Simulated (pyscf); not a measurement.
PySCF, gas phase, ωB97X-D3(BJ)/def2-SVP geometries.

**Question.** For the elementary gas-phase step Cl atom (Cl•) + F–CH(Cl)–Cl → Cl–C•(Cl)–Cl + hydrogen fluoride (HF) (doublet surface; C–H, C–F broken, C–Cl, F–H formed), what barrier and reaction energy does PBE/def2-TZVP give, measured from the separated reactants?

**Answer.** ΔE‡ = 165.8 kJ/mol, ΔE = -38.5 kJ/mol. ωB97M-D3(BJ)/def2-TZVP gives 242.9 kJ/mol and -15.0 kJ/mol. Zero-point energy shifts the barrier by -10.4 kJ/mol. It is a concerted two-bond exchange, with an imaginary mode of 1104i cm⁻¹. This saddle turned up in a search for another step; its sides and bond changes are read from the two ends of the descent. One saddle was located; it need not be the lowest between these sides. Left out: the spin-orbit lowering of Cl.
